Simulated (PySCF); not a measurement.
Gas-phase reaction: BOF + B2O2 → B2O3 + BF

Computed with PySCF (xtb for GFN2) and rigid-rotor harmonic-oscillator thermochemistry at 1 bar. The comparison is the NASA 1993 polynomial table, which mixes measured and estimated data. After a fit of one offset per element over all species, the range-separated, M06-2X, PBE0/def2-QZVP and CCSD(T)/def2-TZVPP enthalpies, where run, lie to one side of the table for BOF (+19 kJ/mol): a fault of the table's entry, another state or a shared error of the levels is possible; this was not checked at source. † marks an energy on the PBE0/def2-TZVP geometry and frequencies; other levels use their own. MP2 freezes the core. 6-31G* has spherical d functions here. All species are closed-shell singlets. B3LYP is the form with VWN-RPA correlation. MP2 isn't extrapolated to the basis-set limit; its ΔH°(298 K) is 133.5 kJ in def2-SVP and 120.8 kJ in def2-TZVPP. The harmonic model lacks anharmonicity and excited electronic states, which grow with temperature; levels with a mode under 35 cm⁻¹ are left out. Soft modes under 120 cm⁻¹ make the harmonic entropy rough for B2O3. The table's entry may be an old estimate for BOF, B2O2, B2O3, BF (not checked at source). Warning, point group unlike the PBE0 one: B2O3 (GFN2-xTB).

| level | ΔH°(298 K), kJ | minus table | ΔG°(1800 K), kJ |
|---|---|---|---|
| table | 106.2 | - | 80.8 |
| B3LYP/6-31G* | 109.0 | 2.8 | 87.9 |
| BLYP/def2-TZVP† | 117.8 | 11.6 | 99.9 |
| GFN2-xTB | 155.0 | 48.8 | 138.3 |
| HF/def2-TZVP† | 42.5 | -63.7 | 24.6 |
| MP2/def2-TZVPP† | 120.8 | 14.6 | 102.9 |
| PBE0/def2-SVP† | 106.8 | 0.6 | 88.9 |
| PBE0/def2-TZVP | 102.7 | -3.5 | 84.8 |
| LDA/def2-TZVP† | 110.6 | 4.4 | 92.7 |
| ωB97M-V/def2-TZVP† | 86.7 | -19.5 | 68.8 |
